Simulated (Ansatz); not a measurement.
**Strength of the C–O bond: C3H7O → C2H4 + CH3O**

Species: C3H7O `[CH2]COC`, doublet; C2H4 `[CH2][CH2]`, triplet; CH3O `C[O]`, doublet. 

Shapes, held fixed at every level: PBE0-D4/def2-TZVP. Flexible molecules stand in one conformer, not always the lowest. Programs: Ansatz 0.2.0. The zero-point and thermal change to 298 K, harmonic and unscaled (PBE0-D4/def2-TZVP), is -23.8 kJ/mol.

| level | kind | ΔH(298 K) (kJ/mol) | less CCSD(T)/CBS estimate | CPU time (sum over the molecules) |
| --- | --- | --- | --- | --- |
| HF/def2-TZVPP | Hartree–Fock | +199.6 | -159.1 | – |
| r2SCAN-D4/def2-TZVPP | meta-GGA | +313.2 | -45.5 | 45 s |
| B3LYP-D4/def2-TZVPP | global hybrid | +324.0 | -34.7 | 36 s |
| wB97M-V/def2-TZVPP | range-separated hybrid | +347.2 | -11.5 | 87 s |
| B2PLYP/def2-TZVPP | double hybrid | +335.2 | -23.5 | 38 s |
| MP2/def2-TZVPP | perturbation theory | +384.6 | +25.9 | – |
| CCSD(T)/CBS estimate | coupled cluster or CI | +358.7 | 0.0 | 4.4 min |

The highest level, CCSD(T)/CBS estimate, gives ΔH(298 K) = +358.7 kJ/mol; the levels span +199.6 to +384.6. The column of differences is taken from that level and isn't an error. Hartree–Fock misses the correlation of the pair that is broken and comes out low. No measured value is set beside it here. Open shells run unrestricted unless RO is named. The CBS estimate extrapolates MP2 from def2-TZVPP and def2-QZVPP and adds CCSD(T) − MP2 in the triple-zeta set, cores frozen. Times are processor times on shared x86 and Arm servers, and rough.
